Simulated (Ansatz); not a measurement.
AlF$_{4}$−, SMILES `[F][Al-]([F])([F])[F]`. The species carries charge -1 and has multiplicity 1.

```xyz
5

F    -1.083   -0.355   -1.246
Al    0.000    0.000    0.000
F    -0.738   -0.297    1.490
F     0.450    1.625   -0.091
F     1.372   -0.973   -0.153
```

(1) What are the harmonic wavenumbers in cm⁻¹ at PBE0-D4/def2-TZVPD (Ansatz, finite differences of forces, unscaled)? (Best estimate.)

(2) Is this a minimum?

(3) Give the ideal-gas thermochemistry at 298.15 K and 1 bar (rigid rotor, harmonic oscillator; point group Td, symmetry number 12).

(4) Rotational constants (cm⁻¹)?

## Answers

(1) Computed: 196, 196, 301, 301, 301, 615, 784, 784, 784.

(2) Yes, all 9 modes are real.

(3) Zero-point energy 25.5 kJ/mol; H(298) − E = 42.7 kJ/mol; entropy 297.0 J/(mol·K), of which translation 166.7, rotation 89.9, vibration 40.5; G(298) − E = -45.8 kJ/mol.

(4) 0.1167, 0.1167, 0.1167.
